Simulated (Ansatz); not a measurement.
Reaction (isomerisation): `C/C(=C/F)CO` → `C=CCOCF`

Isolated molecules relaxed with PBE0-D4/def2-TZVP in Ansatz; ΔE leaves out vibrations. CCSD(T)/CBS is the MP2 limit (def2-TZVPP, def2-QZVPP) plus CCSD(T) − MP2 in def2-TZVPP, frozen cores. Each species was taken in one conformer, which may not be the lowest.

`C/C(=C/F)CO`:

Z-matrix (Å, degrees):
```
C
C 1 1.494
H 1 1.095 2 110.6
H 1 1.093 2 110.4 3 -118.2
H 1 1.091 2 111.9 3 120.7
C 2 1.324 1 120.4 3 -117.8
C 2 1.499 1 117.5 3 63.2
F 6 1.343 2 122.8 1 -179.7
H 6 1.084 2 125.2 1 0.6
O 7 1.417 2 112.1 1 60.9
H 7 1.094 2 109.5 1 -55.5
H 7 1.094 2 110.6 1 -174.2
H 10 0.961 7 107.7 2 64.3
```

`C=CCOCF`:

Cartesian coordinates in Å:
```
C -0.032 -1.863 1.618
C 0.608 -0.908 0.962
C 0.088 -0.252 -0.266
O 0.123 1.159 -0.081
C -0.342 1.870 -1.147
F 0.532 1.804 -2.217
H 0.400 -2.341 2.489
H -1.013 -2.207 1.303
H 1.585 -0.569 1.296
H 0.711 -0.517 -1.129
H -0.941 -0.575 -0.475
H -1.305 1.486 -1.513
H -0.414 2.914 -0.840
```

```tsv
species	CCSD(T)/def2-TZVPP energy (Eh)
`C/C(=C/F)CO`	-331.18839
`C=CCOCF`	-331.17965
```

Task: Work out ΔE.

Result: ΔE = (-331.17965) − (-331.18839) = 0.00874 Eh = +0.24 eV. CCSD(T)/CBS gives +0.26 eV.

Largest T1 diagnostic among the species: 0.011.

The D4 term adds +0.04 eV with B3LYP and +0.02 eV with PBE0; it sums over pairs of atoms, weighted by their polarisabilities, and B3LYP, whose exchange is more repulsive, gets the larger term. In def2-TZVPP, CCSD(T) changes the Hartree–Fock value by +0.17 eV (the triples alone add +0.02 eV) and MP2 by +0.23 eV.

B3LYP here is the variant with VWN-RPA as its local correlation; programs differ in this.
